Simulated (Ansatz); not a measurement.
The cluster P₂S₄⁺. Total charge 1; doublet. Geometry PBE0-D4/def2-SVP, basis def2-TZVP, Ansatz.

```xyz
6

P    -1.7965   -0.4881    0.7180
P    -0.9095   -1.5374   -0.8866
S     1.8749    0.1399    0.2219
S     0.6648    1.7687   -0.0709
S    -0.9382    1.3240    1.2013
S     1.1045   -1.2071   -1.1837
```

```json
{"run": "A", "HOMO (eV)": "-10.74", "LUMO (eV)": "-10.27"}
{"run": "B", "HOMO (eV)": "-13.56", "LUMO (eV)": "-7.98"}
{"run": "C", "HOMO (eV)": "-12.68", "LUMO (eV)": "-8.93"}
{"run": "D", "HOMO (eV)": "-11.04", "LUMO (eV)": "-10.30"}
{"run": "E", "HOMO (eV)": "-11.53", "LUMO (eV)": "-9.83"}
{"run": "F", "HOMO (eV)": "-11.81", "LUMO (eV)": "-9.72"}
```

B3LYP takes the VWN-RPA correlation. Another isomer (doublet) lies 1.40 eV lower at PBE0-D4/def2-TZVP; other spin states weren't run for this one.

HOMO and LUMO are taken over both spins.

**Question.** The runs used B3LYP, BHLYP, PBE, PBE0, r2SCAN, ωB97M-V. Estimate which is which.

**Answer.** A PBE (0 % exact exchange); B ωB97M-V (range-separated); C BHLYP (50 % exact exchange); D r2SCAN (0 % exact exchange); E B3LYP (20 % exact exchange); F PBE0 (25 % exact exchange). Exact exchange lowers occupied and raises empty levels; among semilocal functionals meta-GGAs tend to open the gap a little, and such runs are hard to tell apart. The gap grows from 0.47 eV (PBE) to 5.58 eV (ωB97M-V).
